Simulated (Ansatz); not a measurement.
**Trigonal Te**

Calculation: LDA (Ansatz, a program for electronic structure, plane waves, PAW).

Numerical settings: plane-wave cutoff 520 eV, 12×12×6 k mesh (along the axes of the cell as run), Fermi–Dirac smearing 0.01 eV, scalar-relativistic PAW data made under PBE.

Cell (measured lattice):

```cif
data_Te3
_chemical_formula_sum 'Te3'
_space_group_name_H-M_alt 'P3121'
_space_group_IT_number 152
_space_group_name_Hall 'P 31 2"'
_cell_length_a 4.45110
_cell_length_b 4.45110
_cell_length_c 5.92620
_cell_angle_alpha 90.000
_cell_angle_beta 90.000
_cell_angle_gamma 120.000
loop_
_atom_site_label
_atom_site_type_symbol
_atom_site_symmetry_multiplicity
_atom_site_Wyckoff_symbol
_atom_site_fract_x
_atom_site_fract_y
_atom_site_fract_z
_atom_site_occupancy
Te1 Te 3 a 0.72637 0.72637 0.00000 1
```

For trigonal Te, the band gap is 0.10 eV, the smallest direct gap on the k points sampled is 0.13 eV and the Γ–Γ gap comes out as 1.89 eV.

Measured, for comparison: band gap 0.33 eV (temperature not stated, no zero-point or thermal correction, compiled measured gap; kind and temperature not stated; as tabulated in Kothakonda et al. (2022), arXiv:2208.02841).

Note: cell and atoms aren't relaxed at this level (largest force component 0.04 eV/Å, pressure -2.4 GPa).

Spin–orbit coupling is not included; it can close the smallest gap of 0.10 eV.

Computed values are for the static lattice.

Computing time: very roughly 110 core-seconds.
